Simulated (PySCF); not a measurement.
Compound: PO4 (charge -3).
Geometry (PBE0-D3(BJ)/def2-TZVP, Å), atoms numbered from 1 in this order:
```
atom  x, y, z in Å
O1    -0.1766    1.3262   -0.8308
P2     0.0070   -0.0068   -0.0079
O3     1.1924    0.1678    1.0174
O4    -1.3222   -0.3283    0.7773
O5     0.3342   -1.1925   -0.9946
```

Computed with PySCF at wB97X-D/pcSseg-2, non-relativistic, on one gas-phase PBE0-D3(BJ)/def2-TZVP geometry that isn't relaxed in the solvent. The solvent is an IEF-PCM continuum (cavity from Bondi-type radii × 1.2). The model holds no explicit solvent molecules, cavitation or dispersion.

Gas phase at wB97X-D/pcSseg-2: HOMO 7.92 eV, LUMO 19.85 eV.

Task: What does the continuum do to the energy and the frontier levels at wB97X-D/pcSseg-2 in chloroform?

Result: 
```json
{"solvent": "chloroform", "ε": "4.711", "E(solvent) − E(gas) (kJ/mol)": "-1701.12", "polarisation term (kJ/mol)": "-1705.59", "distortion of the solute (kJ/mol)": "4.47", "HOMO (eV)": "-3.88", "LUMO (eV)": "8.89"}
```

The polarisation term is half the interaction of the solute with the surface charges that it induces; the rest is the cost of distorting the solute's density. The sum is the electrostatic part of solvation alone.

Task: Which radius a makes Born's formula ΔE = −(q²/2a)(1 − 1/ε) give the value in chloroform?

Result: a = q²(1 − 1/ε)/(2|ΔE|) = 2.90 Å, with q = -3 e and |ΔE| = 0.6479 Eh; the farthest nucleus lies 1.58 Å from the centroid of the nuclei. The formula assumes a point charge at the centre of a sphere.

Hardware: Arm Neoverse V1, one thread, shared host with 32 logical CPUs at a one-minute load of 19. Cost: 23 s of wall time, 0.77 GiB resident at most. This is the whole shielding run at wB97X-D/pcSseg-2 in chloroform, SCF included.

wB97X-D is run here without its empirical dispersion term; that term would change no orbital, density or response property at a fixed geometry.
